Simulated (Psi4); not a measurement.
**CCSD(T)/def2-TZVPP run of SiH3F (SMILES F[SiH3])**

Aim: the energy change on altering one bond length of SiH3F at CCSD(T)/def2-TZVPP, from 2 runs. 

The calculation is run with Psi4 1.11.

1 further run of the same task is left out (it didn't finish).

## (1) The molecule

The species is SiH3F (5 atoms), meant as a singlet with charge 0. As SMILES, `F[SiH3]`. The coordinates come from a PBE0-D4/def2-TZVP relaxation.

Bond lengths: F1–Si2 1.600 Å, Si2–H3 1.482 Å, Si2–H4 1.482 Å, Si2–H5 1.482 Å. Angles: F1–Si2–H3 108.3°, F1–Si2–H4 108.3°, F1–Si2–H5 108.3°, H3–Si2–H4 110.6°, H3–Si2–H5 110.6°, H4–Si2–H5 110.6°.

## (2) A single-point energy at CCSD(T)/def2-TZVPP

input.in

```
memory 1600 MB

molecule molecule1 {
  0 1
  F     -1.274600     0.162800     0.858000
  Si     0.043300    -0.019300    -0.030700
  H     -0.367800    -0.192600    -1.443700
  H      0.768600    -1.217900     0.451600
  H      0.880500     1.193400     0.123400
  units angstrom
  symmetry c1
  no_reorient
  no_com
}

set {
  basis def2-TZVPP
  puream true
  e_convergence 1e-09
  d_convergence 1e-08
  scf_type pk
  num_frozen_docc 6
}

energy("ccsd(t)")
```

Launch:

```bash
$ psi4 input.in input.out -n 1
```

input.out, cut to the lines that bear on the results:

```text
[...]
  Running in c1 symmetry.
[...]
  Nuclear repulsion =   63.042807224251995
[...]
  Multiplicity = 1
[...]
  Nalpha       = 13
  Nbeta        = 13
[...]
    Number of basis functions: 115
[...]
   @RHF iter   1:  -390.18594440049287   -6.44542e-01   2.88189e-03 DIIS/ADIIS
[...]
   @RHF iter  10:  -390.23211231805635   -3.18323e-12   2.58895e-09 DIIS
[...]
    Orbital Energies [Eh]
    ---------------------
    Doubly Occupied:
       1A    -68.815755     2A    -26.284853     3A     -6.160902
       4A     -4.268273     5A     -4.267272     6A     -4.267271
       7A     -1.585561     8A     -0.774966     9A     -0.668323
      10A     -0.668322    11A     -0.640023    12A     -0.491160
      13A     -0.491140
[...]
  @RHF Final Energy:  -390.23211231805635
   => Energetics <=
    Nuclear Repulsion Energy =             63.0428072242519946
    One-Electron Energy =                -667.7821951045550577
    Two-Electron Energy =                 214.5072755622466900
    Total Energy =                       -390.2321123180563518
[...]
 Multipole Moments:
 ------------------------------------------------------------------------------------
     Multipole            Electronic (a.u.)      Nuclear  (a.u.)        Total (a.u.)
 ------------------------------------------------------------------------------------
 L = 1.  Multiply by 2.5417464519 to convert [e a0] to [Debye]
 Dipole X            :         18.5760872          -18.1109462            0.4651410
 Dipole Y            :         -1.9121720            1.8479632           -0.0642088
 Dipole Z            :        -12.4522034           12.1386558           -0.3135476
 Magnitude           :                                                    0.5646158
[...]
      * MP2 total energy                      = -390.614676013584983
[...]
      * CCSD total energy                     = -390.636636204326749
[...]
      * CCSD(T) total energy                  = -390.646954004138991
[...]
```

Run time: 76 s. Hardware: 1 thread of Intel Xeon Platinum 8259CL at 2.50GHz (Skylake/Cascade Lake), shared host; peak memory 1.4 GiB.

## (3) The distorted shape

run.py

```python
import psi4

psi4.set_memory('1600 MB')
psi4.set_num_threads(1)
psi4.set_output_file('fh3si.out', False)

molecule = psi4.geometry("""
0 1
F
Si 1 1.59994
H 2 3.2599 1 108.32834
H 2 1.48166 1 108.32999 3 -119.99642
H 2 1.481652 4 110.58883 1 118.57972
symmetry c1
""")

psi4.set_options({
    'basis': 'def2-TZVPP',
    'puream': True,
    'e_convergence': 1e-09,
    'd_convergence': 1e-08,
    'scf_type': 'pk',
    'num_frozen_docc': 6,
})

e_tot = psi4.energy('ccsd(t)', molecule=molecule)
print(f'total energy {e_tot:.8f} hartree = {e_tot * 27.211386:.5f} eV')
for k, v in sorted(psi4.core.scalar_variables().items()):
    print(f'{k:45s} {v:18.10f}')
```

Launch:

```bash
$ python run.py
```

fh3si.out, cut to the lines that bear on the results:

```text
[...]
  Running in c1 symmetry.
[...]
  Nuclear repulsion =   59.412047258350711
[...]
  Multiplicity = 1
[...]
  Nalpha       = 13
  Nbeta        = 13
[...]
    Number of basis functions: 115
[...]
   @RHF iter   1:  -389.98189370575437   -7.17992e-01   2.86506e-03 ADIIS/DIIS
[...]
   @RHF iter  10:  -390.02975111100426   -3.43903e-11   8.88858e-09 DIIS
[...]
    Orbital Energies [Eh]
    ---------------------
    Doubly Occupied:
       1A    -68.905399     2A    -26.329493     3A     -6.243954
       4A     -4.350782     5A     -4.350030     6A     -4.349317
       7A     -1.626340     8A     -0.805816     9A     -0.708819
      10A     -0.702056    11A     -0.660090    12A     -0.534449
      13A     -0.305815
[...]
  @RHF Final Energy:  -390.02975111100426
   => Energetics <=
    Nuclear Repulsion Energy =             59.4120472583507109
    One-Electron Energy =                -659.1388773947347772
    Two-Electron Energy =                 209.6970790253797361
    Total Energy =                       -390.0297511110043160
[...]
 Multipole Moments:
 ------------------------------------------------------------------------------------
     Multipole            Electronic (a.u.)      Nuclear  (a.u.)        Total (a.u.)
 ------------------------------------------------------------------------------------
 L = 1.  Multiply by 2.5417464519 to convert [e a0] to [Debye]
 Dipole X            :          0.0000940           -0.0000732            0.0000208
 Dipole Y            :          2.9219686           -1.5181937            1.4037748
 Dipole Z            :         -4.2912330            4.4189456            0.1277126
 Magnitude           :                                                    1.4095724
[...]
      * MP2 total energy                      = -390.433896890763378
[...]
      * CCSD total energy                     = -390.481597879187916
[...]
      * CCSD(T) total energy                  = -390.502045150915478
```

Standard output:

```text
total energy -390.50204515 hartree = -10626.10188 eV
(T) CORRECTION ENERGY                              -0.0204472717
CC D1 DIAGNOSTIC                                    0.1650381064
CC D2 DIAGNOSTIC                                    0.5379412674
CC NEW D1 DIAGNOSTIC                                0.1650381064
CC T1 DIAGNOSTIC                                    0.0451497241
CCSD CORRELATION ENERGY                            -0.4518467682
CCSD DOUBLES ENERGY                                -0.4518467682
CCSD ITERATIONS                                    21.0000000000
CCSD OPPOSITE-SPIN CORRELATION ENERGY              -0.3754447725
CCSD SAME-SPIN CORRELATION ENERGY                  -0.0764019956
CCSD SINGLES ENERGY                                 0.0000000000
CCSD TOTAL ENERGY                                -390.4815978792
CCSD(T) CORRELATION ENERGY                         -0.4722940399
CCSD(T) TOTAL ENERGY                             -390.5020451509
CURRENT CORRELATION ENERGY                         -0.4722940399
CURRENT ENERGY                                   -390.5020451509
CURRENT REFERENCE ENERGY                         -390.0297511110
DD SOLVATION ENERGY                                 0.0000000000
HF KINETIC ENERGY                                 389.6180841721
HF POTENTIAL ENERGY                              -779.6478352831
HF TOTAL ENERGY                                  -390.0297511110
HF VIRIAL RATIO                                     2.0010565909
MP2 CORRELATION ENERGY                             -0.4041457798
MP2 DOUBLES ENERGY                                 -0.4041457798
MP2 OPPOSITE-SPIN CORRELATION ENERGY               -0.3200055173
MP2 SAME-SPIN CORRELATION ENERGY                   -0.0841402625
MP2 SINGLES ENERGY                                 -0.0000000000
MP2 TOTAL ENERGY                                 -390.4338968908
NUCLEAR REPULSION ENERGY                           59.4120472584
ONE-ELECTRON ENERGY                              -659.1388773947
PCM POLARIZATION ENERGY                             0.0000000000
PE ENERGY                                           0.0000000000
SCF ITERATION ENERGY                             -390.0297511110
SCF ITERATIONS                                     10.0000000000
SCF TOTAL ENERGY                                 -390.0297511110
TWO-ELECTRON ENERGY                               209.6970790254
```

It took 82 s on 1 thread of Intel Xeon Platinum 8259CL at 2.50GHz (Skylake/Cascade Lake), shared host; peak memory 1.4 GiB.

## (4) What came out

At CCSD(T)/def2-TZVPP, 6 core orbitals frozen:

| quantity | value |
| --- | --- |
| first shape: total energy | -390.64695 Eh |
| first shape: HOMO energy (Hartree–Fock orbitals) | -13.36 eV |
| first shape: LUMO energy (Hartree–Fock orbitals) | 2.91 eV |
| first shape: HOMO–LUMO gap (Hartree–Fock orbitals) | 16.27 eV |
| first shape: correlation energy (6 core orbitals frozen) | -414.8 mEh |
| first shape: (T) correction | -10.32 mEh |
| first shape: T1 diagnostic | 0.011 |
| distorted shape: total energy | -390.50205 Eh |
| distorted shape: HOMO energy (Hartree–Fock orbitals) | -8.32 eV |
| distorted shape: LUMO energy (Hartree–Fock orbitals) | -1.06 eV |
| distorted shape: HOMO–LUMO gap (Hartree–Fock orbitals) | 7.26 eV |
| distorted shape: correlation energy (6 core orbitals frozen) | -472.3 mEh |
| distorted shape: (T) correction | -20.45 mEh |
| distorted shape: T1 diagnostic | 0.045 |
| energy change with the Si2–H3 bond stretched from 1.482 to 3.260 Å | 3.943 eV |

In words: One bond (distorted shape) is far stretched, which a spin-restricted single reference describes badly; perturbation theory on it can break down and give far too much correlation. With the Si2–H3 bond stretched from 1.482 to 3.260 Å the energy rises by 3.94 eV (91 kcal/mol). The first shape isn't relaxed at this level, so the change isn't measured from a minimum. A restricted reference can't describe the breaking bond well at this length. The triples (first shape) make up 2.5 % of the correlation energy. The T1 diagnostic (distorted shape) of 0.045 is above the customary mark for such species, so a single reference may not serve. The triples (distorted shape) make up 4.3 % of the correlation energy.
